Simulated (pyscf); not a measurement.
`[CH3][CH2][CH3]` + `[OH][Zn]` [doublet] → `[CH3][CH2][Zn][OH]` + `[CH3]` [doublet] (substitution at C; doublet surface; C–C broken, C–Zn formed). PySCF, gas phase, ωB97X-D3(BJ)/def2-SVP geometries. Energies in kcal/mol from the separated reactants.

```
level                      barrier  reaction energy
----------------------  ----------  ---------------
ωB97X-D3(BJ)/def2-TZVP        54.0            +23.5
PBE/def2-TZVP           (withheld)            +25.2
r²SCAN/def2-TZVP              46.7            +21.8
B3LYP-D3(BJ)/def2-TZVP        49.2            +25.0
PBE0-D3(BJ)/def2-TZVP         50.6            +26.0
M06-2X/def2-TZVP        (withheld)       (withheld)
```

Q: Fill in the missing entries.

A: 
- PBE/def2-TZVP, barrier: 45.2
- M06-2X/def2-TZVP, barrier: 53.9
- M06-2X/def2-TZVP, reaction energy: +29.2

The functionals in the table span 8.8 kcal/mol in this barrier, from PBE to ωB97X-D3(BJ)/def2-TZVP. One saddle was located; it need not be the lowest between these sides. The angle at the attacked C is 160°. Elements up to Kr have no core potential and no relativistic terms here.
